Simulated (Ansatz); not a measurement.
# triplet H3NO: levels of theory compared

Wanted: a comparison of 6 runs (U-wB97X/STO-3G, UB3LYP/STO-3G, UPBE/STO-3G, UPBE0/STO-3G, RPA@PBE/STO-3G, UCCSD(T)/STO-3G) of triplet H3NO. 

The calculation is run with Ansatz 0.2.0.

51 further runs of the same task are left out: 1 that didn't finish, 50 set aside as unsound or not needed.

### Step 1. The system as given

H3NO: 5 atoms, total charge 0, spin state triplet. As SMILES of the parent species, `NO`. Geometry: relaxed at GFN2-xTB. This is one conformer, not always the lowest. That shape belongs to the parent species and isn't relaxed for this state.

Bond lengths: N1–O2 1.432 Å, N1–H3 1.020 Å, N1–H4 1.020 Å, O2–H5 0.966 Å. Angles: N1–O2–H5 105.0°, O2–N1–H3 105.6°, O2–N1–H4 105.6°, H3–N1–H4 107.4°.

### Step 2. The energy at U-wB97X/STO-3G (run 1)

File job.yaml:

```yaml
basis:
  gaussian:
    orbitals: STO-3G
crystal:
  periodic: [false, false, false]
  atoms:
    - symbol: "N"
      position_ang: [-0.178910, -0.366440, -0.312920]
    - symbol: O
      position_ang: [0.371730, 0.674250, 0.501760]
    - symbol: H
      position_ang: [-0.161770, -1.206140, 0.265260]
    - symbol: H
      position_ang: [-1.156690, -0.114310, -0.454620]
    - symbol: H
      position_ang: [1.125640, 1.012630, 0.000530]
magnetization:
  spin_polarized: true
  initial_magnetization: 2
hamiltonian:
  xc: {name: wB97X}
accuracy: high
```

On the command line:

```sh
$ ansatz run job.yaml --threads 1 --pin off --max-ram 2610MiB --events-out events.jsonl --progress --plain --runs-dir runs
```

Log:

```text
Warning: RAYON_NUM_THREADS=1 ignored (pool sized by the plan → 1); use --threads N
Functional definition: wB97X
  name "wB97X"
  parameter omega = 0.3/bohr
  parameter cx = 0.157706
  parameter cx1 = 0.726479
  parameter cx2 = 1.04760
  parameter cx3 = -5.70635
  parameter cx4 = 13.2794
  parameter css1 = -4.33879
  parameter css2 = 18.2308
  parameter css3 = -31.7430
  parameter css4 = 17.2901
  parameter cos1 = 2.37031
  parameter cos2 = -11.3995
  parameter cos3 = 6.58405
  parameter cos4 = -3.78132
  exchange = spin_sum(e_x_unif_sr(omega)*poly(b97_u_x, 1 - cx, cx1, cx2, cx3, cx4)) + cx*exact_x_sr(omega)
      + exact_x_lr(omega)
  correlation = spin_sum(e_c_pw_same_spin*poly(b97_u_same, 1, css1, css2, css3, css4))
      + integral(e_c_pw_opposite_spin*poly(b97_u_opposite, 1, cos1, cos2, cos3, cos4))
209 factors; integrals over basis functions are off by at most 3.8e-8 eV
113 factors; integrals over basis functions are off by at most 4.5e-10 eV
mean field evaluation 1: about -3524.8298 eV, gradient 1.3e1 eV
mean field evaluation 2: about -3525.9367 eV, gradient 6.5e0 eV
mean field evaluation 4: about -3526.2357 eV, gradient 7.3e-1 eV
mean field evaluation 8: about -3526.2019 eV, gradient 1.1e0 eV
mean field evaluation 16: about -3526.4253 eV, gradient 9.8e-6 eV
mean field -3526.42534815 eV, -129.5937412477 hartree, gradient 1.9e-8 eV, S^2 2.003085; 2 other end points of the search recorded, 0 dependent functions left out
reference -3526.42534675 eV, -129.5937411961 hartree; 10, 8 occupied and 3, 5 virtual orbitals, 209 factors
Total energy: -3526.42534675 eV, -129.5937411961 hartree
```

Wall time 6.6 s (1 thread of Arm Neoverse V1, shared host); peak memory 0.31 GiB.

### Step 3. The energy at UB3LYP/STO-3G (run 2)

File molecule.yaml:

```yaml
crystal:
  periodic: [false, false, false]
  atoms:
    - {symbol: "N", position_ang: [-0.178910, -0.366440, -0.312920]}
    - {symbol: O, position_ang: [0.371730, 0.674250, 0.501760]}
    - {symbol: H, position_ang: [-0.161770, -1.206140, 0.265260]}
    - {symbol: H, position_ang: [-1.156690, -0.114310, -0.454620]}
    - {symbol: H, position_ang: [1.125640, 1.012630, 0.000530]}
basis:
  gaussian: {orbitals: STO-3G}
magnetization: {spin_polarized: true, initial_magnetization: 2}
hamiltonian: {xc: {name: B3LYP}}
accuracy: high
```

On the command line:

```sh
$ ansatz run molecule.yaml --threads 1 --pin off --max-ram 2610MiB --events-out events.jsonl --progress --plain --runs-dir runs
```

Log:

```text
Warning: RAYON_NUM_THREADS=1 ignored (pool sized by the plan → 1); use --threads N
Functional definition: B3LYP
  name "B3LYP"
  parameter a0 = 0.2
  parameter ax = 0.72
  parameter ac = 0.81
  exchange = (1 - a0 - ax)*slater_x + ax*b88_x + a0*exact_x
  correlation = (1 - ac)*vwn_rpa_c + ac*lyp_c
209 factors; integrals over basis functions are off by at most 3.8e-8 eV
mean field evaluation 1: about -3524.9901 eV, gradient 1.3e1 eV
mean field evaluation 2: about -3516.8864 eV, gradient 3.6e1 eV
mean field evaluation 4: about -3526.2653 eV, gradient 8.9e0 eV
mean field evaluation 8: about -3526.8453 eV, gradient 1.2e-1 eV
mean field evaluation 16: about -3526.8635 eV, gradient 5.2e-5 eV
mean field -3526.86350494 eV, -129.6098432125 hartree, gradient 1.5e-8 eV, S^2 2.002202; 2 other end points of the search recorded, 0 dependent functions left out
reference -3526.86352841 eV, -129.6098440750 hartree; 10, 8 occupied and 3, 5 virtual orbitals, 209 factors
Total energy: -3526.86352841 eV, -129.6098440750 hartree
```

It took 1.4 s on 1 thread of Arm Neoverse V1, shared host; peak memory 0.11 GiB.

Runs 3 to 5 aren't shown in full; the table further down has their settings and results.

### Step 4. A single-point energy at UCCSD(T)/STO-3G (run 6)

File in.yaml:

```yaml
crystal:
  periodic: [false, false, false]
  atoms:
    - {symbol: N, position_ang: [-0.178910, -0.366440, -0.312920]}
    - {symbol: O, position_ang: [0.371730, 0.674250, 0.501760]}
    - {symbol: H, position_ang: [-0.161770, -1.206140, 0.265260]}
    - {symbol: H, position_ang: [-1.156690, -0.114310, -0.454620]}
    - {symbol: H, position_ang: [1.125640, 1.012630, 0.000530]}
basis:
  gaussian:
    orbitals: STO-3G
magnetization:
  spin_polarized: true
  initial_magnetization: 2
correlation:
  method: ccsd_t
  frozen_orbitals: {H: 0, "N": 1, O: 1}
accuracy: high
scf:
  omitted_lower_state_checks: [cluster_reference, increment]
```

On the command line:

```sh
$ ansatz run in.yaml --threads 1 --pin off --max-ram 2610MiB --events-out events.jsonl --progress --plain --runs-dir runs
```

Log:

```text
Warning: RAYON_NUM_THREADS=1 ignored (pool sized by the plan → 1); use --threads N
[... 13 lines left out ...]
2 core orbitals not correlated: weight in the atoms' cores, before any rotation towards them, 1.000 or more for the frozen orbitals, at most 0.000 for the correlated occupied ones
[... 38 lines left out ...]
Total energy: -3511.49734322 eV, -129.0451471848 hartree
Checks for a lower state left out: cluster_reference, increment
```

Run time: 0.24 s. Hardware: 1 thread of Arm Neoverse V1, shared host.

### Step 5. The series

```csv
run,level,frozen core orbitals,energy (Eh),⟨S²⟩,wall time
1,U-wB97X/STO-3G,–,-129.593741,2.003,6.6 s
2,UB3LYP/STO-3G,–,-129.609844,2.002,1.4 s
3,UPBE/STO-3G,–,-129.471284,2.002,2.2 s
4,UPBE0/STO-3G,–,-129.488865,2.002,1.4 s
5,RPA@PBE/STO-3G,2,-129.156628,2.002,2.5 s
6,UCCSD(T)/STO-3G,2,-129.045147,2.008,0.24 s
```

### Step 6. Outcome

```
                                          quantity          value
                               run 6: total energy  -129.04515 Eh
run 6: correlation energy (2 core orbitals frozen)      -81.4 mEh
                             run 6: (T) correction      -0.51 mEh
          run 6: ⟨S²⟩ of the reference determinant          2.008
                              run 6: T1 diagnostic          0.070
```

What this shows: Totals of different functionals can't be ranked against each other. In runs 1, 2, 3, 4, 5, 6 the basis is minimal, so the values are rough. All runs together took 14 s, the longest 6.6 s.
